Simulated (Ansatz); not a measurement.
Born–Oppenheimer molecular dynamics of Cl2H2Si (5 atoms, charge 0, multiplicity 1). It starts from a relaxed structure.

Level of theory: RKS B3LYP-D4/def2-mTZVP in Ansatz 0.2.0.

```yaml
ensemble: NVT, Langevin thermostat
time_step: 1 fs
steps_asked: 300
set_temperature: 300 K
friction: 0.01 /fs
temperature_schedule: 75 steps to 300 K, then 225 steps to 10 K
seed: 185927
```

First frame:

```xyz
5
Properties=species:S:1:pos:R:3
Si 0.008 0.000 0.005
Cl -0.017 0.000 2.070
Cl 1.946 0.000 -0.705
H -0.652 1.228 -0.461
H -0.652 -1.228 -0.461
```

(1) How far do the bonds stretch over the last three quarters of this one trajectory? (Pairs bonded in most of those frames.)

Answers

(1) 
```tsv
bond	mean (Å)	spread (Å)	shortest	longest
Si1–Cl2	2.076	0.036	2.01	2.14
Si1–Cl3	2.070	0.024	2.02	2.12
Si1–H4	1.474	0.027	1.42	1.52
Si1–H5	1.472	0.016	1.43	1.51
```

Mean temperature of the second half: 148 K. The schedule's set-point averaged 107 K over the second half and the system 148 K, so it lags behind the ramp. A run of 0.3 ps of so small a system gives no equilibrium averages.

Time of the run: 8.8 min on 1 thread of AMD EPYC 7R43 64-Core Processor (Zen 3) (shared host), peak memory 0.15 GiB.
